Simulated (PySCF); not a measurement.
# Converging F2 in the basis (PBE)

PySCF, UKS reference; singlet, unpaired electrons none; De to F + F without counterpoise correction.

```csv
basis,relativity,functions,Re (Å),ωe (cm⁻¹),De (eV)
3-21G,no relativity,18,1.466,1067,2.79
def2-SVP,no relativity,28,1.411,988,2.42
def2-SVPD,no relativity,46,1.416,971,2.19
pcseg-2,no relativity,60,1.415,996,2.30
x2c-TZVPPall,spin-free X2C,62,1.413,997,2.31
def2-TZVPPD,no relativity,80,1.413,995,2.28
```

**Question.** How does each smaller set differ from the one with most functions, def2-TZVPPD?

**Answer.** 3-21G: +5.3 pm, +7.2 % in ωe, +0.51 eV in De; def2-SVP: -0.2 pm, -0.7 % in ωe, +0.14 eV in De; def2-SVPD: +0.3 pm, -2.4 % in ωe, -0.09 eV in De; pcseg-2: +0.2 pm, +0.1 % in ωe, +0.02 eV in De; x2c-TZVPPall: +0.0 pm, +0.2 % in ωe, +0.03 eV in De. All at PBE; the set with most functions is neither the basis-set limit nor always the best. The rows treat relativity differently, so the differences are not basis effects alone.

3-21G is very small, so such numbers show the basis as much as the molecule.
